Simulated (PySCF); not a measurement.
Estimate the missing entries of this data sheet.

CFCl3.
Atom-mapped SMILES: `[F:1][C:2]([Cl:3])([Cl:4])[Cl:5]`

Geometry (GFN2-xTB, Å), atoms numbered from 1 in this order:
```xyz
5
CCl3F angstrom
F      0.060   -0.141    1.396
C      0.005   -0.006    0.067
Cl    -0.458    1.661   -0.313
Cl     1.603   -0.371   -0.604
Cl    -1.201   -1.140   -0.563
```

```tsv
property	level	value
point group of the GFN2-xTB geometry	GFN2-xTB	?
rotational constants A, B, C of the GFN2-xTB geometry	GFN2-xTB	?
dipole moment	B3LYP/STO-3G	?
HOMO energy	B3LYP/STO-3G	-7.39 eV
LUMO energy	B3LYP/STO-3G	?
13C chemical shifts (computed TMS as zero) by class	GIAO B3LYP/STO-3G	120.2 (C2) ppm
isotropic shieldings of nuclei other than C and H, by class	GIAO B3LYP/STO-3G	290 (F1), 787 (Cl3/Cl4/Cl5) ppm
```

Gas-phase values; electronic properties from PySCF, density fitting. Isolated species at its GFN2-xTB geometry, gas phase. The shieldings hold no spin–orbit term; for a carbon that bears several chlorines this term is known to matter.

Task: The LUMO energy?

Result: 1.13 eV.

Task: Give the point group of the GFN2-xTB geometry.

Result: C3v.

Task: Give the dipole moment.

Result: 1.05 D.

Task: What are the rotational constants A, B, C of the GFN2-xTB geometry?

Result: 2.444, 2.444, 1.709 GHz.

Point group C3v permits a dipole; with 1.05 D the species has a pure rotational spectrum. In atomic units the dipole is 0.41 e·bohr (1 au = 2.5417 D). The rotational constants are those of an oblate symmetric top. With B = h/(8π²I), that is 505.379 GHz u Å² over I, the principal moments of inertia are 206.7, 206.8 and 295.7 u Å² (most abundant isotopes).
